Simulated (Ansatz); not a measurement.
Diamond-structure Ge was calculated with PBE-D3(BJ) (Ansatz, an electronic-structure program, PAW).

Settings: plane-wave cutoff 500 eV, 12×12×12 k mesh, Fermi–Dirac smearing 0.05 eV, scalar-relativistic PAW data made under PBE.

Computed at the level's own relaxed cell.

Q: Estimate the equilibrium volume per atom and lattice parameter a that the calculation returns.

A: 
- equilibrium volume per atom = 23.15 Å³/atom
- lattice parameter a = 5.700 Å

The run finds no gap.

Measured, for comparison: equilibrium volume per atom 22.47 Å³/atom, lattice constant a 5.644 Å (static lattice: zero-point anharmonic expansion removed; as tabulated in Mejia-Rodriguez and Trickey (2018), arXiv:1807.09216). Computed (rounded) less measured: equilibrium volume per atom +3.0 %, lattice constant a +1.0 %.

Cost on a shared machine: very roughly 16 core-seconds.
